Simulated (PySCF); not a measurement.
Species: C₅H₉F.
Z-matrix (Å and degrees, PBE0-D3(BJ)/def2-SVP geometry), rows numbered from 1:
```
C 
C   1  1.3382
C   2  1.4994  1  122.45
C   2  1.5072  1  120.98  3   179.37
C   4  1.5169  2  114.55  1  -105.30
F   5  1.3763  4  111.46  2   -65.14
H   1  1.0941  2  121.30  3   179.45
H   1  1.0937  2  121.55  3    -0.34
H   3  1.0989  2  111.76  1     0.64
H   3  1.1033  2  110.41  1  -120.04
H   3  1.1003  2  110.72  1   122.57
H   4  1.1020  2  109.79  1    15.18
H   4  1.1045  2  110.08  1   132.62
H   5  1.1037  4  110.16  2   175.12
H   5  1.1036  4  110.48  2    55.16
```

All values: CAM-B3LYP/def2-SVPD (PySCF, non-relativistic), on one gas-phase PBE0-D3(BJ)/def2-SVP geometry that isn't relaxed in the solvent. The solvent is an IEF-PCM continuum (Bondi radii, 1.10 Å for H, scaled by 1.2), and excitations are vertical TDDFT with non-equilibrium linear response and a frozen core. Only the electrostatic response of the medium enters.

Gas-phase singlets (H = HOMO, L = LUMO):

```tsv
state	E (eV)	λ (nm)	f	leading configurations
S1	6.861	181	0.142	H→L 86%
S2	7.174	173	0.258	H→L+1 89%
S3	7.875	157	0.020	H→L+2 68%, H→L+3 18%
S4	8.086	153	0.020	H→L+3 42%, H→L+4 24%
S5	8.125	153	0.008	H-1→L 42%, H-1→L+1 19%
```

How does the list change in chloroform (ε = 4.711)?

```json
{"state": "S1", "E (eV)": "6.812", "λ (nm)": "182", "f": "0.340", "leading configurations": "H→L 93%", "change by rank (eV)": "-0.049"}
{"state": "S2", "E (eV)": "7.086", "λ (nm)": "175", "f": "0.177", "leading configurations": "H→L+1 93%", "change by rank (eV)": "-0.088"}
{"state": "S3", "E (eV)": "7.988", "λ (nm)": "155", "f": "0.025", "leading configurations": "H→L+3 54%, H→L+2 30%", "change by rank (eV)": "+0.113"}
{"state": "S4", "E (eV)": "8.038", "λ (nm)": "154", "f": "0.002", "leading configurations": "H-1→L 48%, H-1→L+1 15%", "change by rank (eV)": "-0.048"}
{"state": "S5", "E (eV)": "8.110", "λ (nm)": "153", "f": "0.027", "leading configurations": "H→L+2 45%, H→L+3 17%", "change by rank (eV)": "-0.015"}
```

How does the list change in dimethylsulfoxide (ε = 46.83)?

```csv
state,E (eV),λ (nm),f,leading configurations,change by rank (eV)
S1,6.822,182,0.368,H→L 93%,-0.039
S2,7.090,175,0.159,H→L+1 92%,-0.084
S3,8.012,155,0.002,"H-1→L 55%, H-1→L+1 17%",+0.137
S4,8.031,154,0.025,H→L+3 87%,-0.055
S5,8.122,153,0.028,H→L+2 73%,-0.003
```

How do the frontier levels move from gas to dimethylsulfoxide?

| orbital | gas (eV) | solvent (eV) | change (eV) | Löwdin shares, gas | Löwdin shares, solvent |
| --- | --- | --- | --- | --- | --- |
| LUMO+2 | 2.02 | 2.20 | +0.18 | C5 17 %, H14 14 %, C3 13 %, H15 10 % | C5 21 %, F6 16 %, H14 12 %, C1 10 % |
| LUMO+1 | 1.56 | 1.64 | +0.08 | C1 27 %, C2 18 %, H7 9 %, C3 9 % | C1 24 %, C2 16 %, C3 12 %, H8 7 % |
| LUMO | 1.12 | 1.28 | +0.16 | C1 18 %, C2 15 %, C4 12 %, C5 9 % | C1 20 %, C2 18 %, C4 9 %, C5 8 % |
| HOMO | -8.52 | -8.45 | +0.07 | C1 38 %, C2 32 %, C3 7 %, C4 5 % | C1 38 %, C2 32 %, C3 7 %, C4 5 % |
| HOMO-1 | -10.72 | -10.55 | +0.17 | F6 15 %, C4 15 %, C5 14 %, C2 14 % | C4 16 %, C5 15 %, C2 15 %, F6 13 % |
| HOMO-2 | -11.29 | -11.18 | +0.11 | F6 35 %, C5 21 %, C4 16 %, H15 10 % | F6 27 %, C5 21 %, C4 17 %, H15 11 % |
| HOMO-3 | -11.46 | -11.33 | +0.13 | C3 20 %, C2 16 %, C1 13 %, F6 12 % | C3 18 %, C2 15 %, F6 14 %, C4 13 % |

The HOMO–LUMO gap goes from 9.64 to 9.73 eV. Rows go by rank; for LUMO+2 the atom shares or the degeneracy differ between the runs, so the row needn't follow one orbital.

Hardware: Arm Neoverse N1, one thread, shared host. Cost: 48 s of wall time, 0.96 GiB resident at most. This is the whole response run at CAM-B3LYP/def2-SVPD in dimethylsulfoxide, SCF included.
